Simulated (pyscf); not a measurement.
H₃C–In(CH₃)–CH₃ + HO–SiH₃ -> CH₄ + H₃C–In(CH₃)–O–SiH₃, a four-centre exchange (singlet surface; C–In, H–O broken, C–H, In–O formed). Single points on ωB97X-D3(BJ)/def2-SVP structures (PySCF, gas phase). Energies in kcal/mol from the separated reactants.

AM1 to PM7: differences of heats of formation from MOPAC, which are fitted to 298 K values and so differ in kind from electronic energies by zero-point and thermal terms. 

In single points PM7 puts the saddle at 27.5 kcal/mol and the reaction energy at -14.1 kcal/mol. Should these be trusted to within a few kcal/mol? Compare with ωB97M-D3(BJ)/def2-TZVP.

ωB97M-D3(BJ)/def2-TZVP gives ΔE‡ = 7.7 kcal/mol and ΔE = -24.4 kcal/mol. PM7 lies 19.8 kcal/mol over it in the barrier and 10.3 kcal/mol over it in the reaction energy, so on this step it does not hold to within 3.0 kcal/mol. ωB97M-D3(BJ)/def2-TZVP has limits of its own. On the reactant side the descent ends in an adduct with a In–O contact, 12.6 kcal/mol under the separated species and 17.8 kcal/mol under the saddle at ωB97X-D3(BJ)/def2-TZVP. On the product side the descent ends in a complex (not fully relaxed), 4.4 kcal/mol under the separated species and 35.2 kcal/mol under the saddle at ωB97X-D3(BJ)/def2-TZVP. What is counted as formed (In–O) is already present as a longer contact in the reactant adduct; forming that adduct is a step of its own. At ωB97X-D3(BJ)/def2-TZVP the barrier from the zero used here is 5.2 kcal/mol. One saddle was located; it need not be the lowest between these sides. In the def2 sets elements past Kr carry core potentials, without spin-orbit coupling.
